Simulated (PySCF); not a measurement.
Bond length, frequency and bond energy of P₂ by level of theory

State: ¹Σg⁺ (singlet), closed shell. Set-up: PySCF, no relativity, basis sets P aug-cc-pV(D+d)Z. De refers to P + P in their high-spin ground configurations, without counterpoise correction.

```tsv
Level	Re (Å)	ωe (cm⁻¹)	De (eV)
RHF	1.860	912	1.56
RHF-MP2	1.938	717	4.30
RHF-SCS-MP2	1.932	732	4.32
RHF-CCSD	1.913	795	3.75
RHF-CCSD(T)	1.929	757	4.11
PBE	1.914	780	5.18
PBEsol	1.909	786	5.50
PW91	1.912	779	5.20
r²SCAN	1.900	810	4.76
PBE0	1.890	830	4.73
MN15	1.870	857	4.96
CAM-B3LYP	1.877	853	4.70
```

Task: Which functional lies closest to RHF-CCSD(T) in De, which farthest, and by how much do they differ from it?

Result: Closest is CAM-B3LYP (-5.2 pm in Re, +12.7 % in ωe, +0.59 eV in De against RHF-CCSD(T) in the same basis), farthest PBEsol (-2.0 pm in Re, +3.8 % in ωe, +1.39 eV in De). CCSD(T) converges more slowly with the basis than the functionals do and binds too weakly in this one, so the order can change at the basis-set limit.

Task: What does a quarter of exact exchange do here, going from PBE to PBE0?

Result: PBE0 less PBE: -2.4 pm in Re, +6.4 % in ωe, -0.45 eV in De. Exact exchange removes part of the self-interaction that spreads semilocal densities, and in most molecules shortens and stiffens the bond and lowers De; so it does here.

Task: What does second-order correlation do here, going from RHF to RHF-MP2?

Result: RHF-MP2 less RHF: +7.8 pm in Re, -21.4 % in ωe, +2.74 eV in De. Correlation nearly always deepens the well. The bond lengthens, as in strong covalent bonds, where excitations into antibonding orbitals dominate.

Measured (Huber and Herzberg, Constants of Diatomic Molecules (1979)): Re = 1.8934 Å, ωe = 780.77 cm⁻¹.

Correlated steps freeze 10 core orbitals. Correlated levels converge slowly with the basis: in double zeta they bind strong bonds too weakly, by up to about 1 eV, and carry superposition errors of some tenths. Where the molecule has an RHF reference, its open-shell atoms are computed with UHF.

The whole job (state search and all levels along the bond) took about 3.7 min on 1 thread of Arm Neoverse N1 (shared host), peak memory 0.88 GiB.
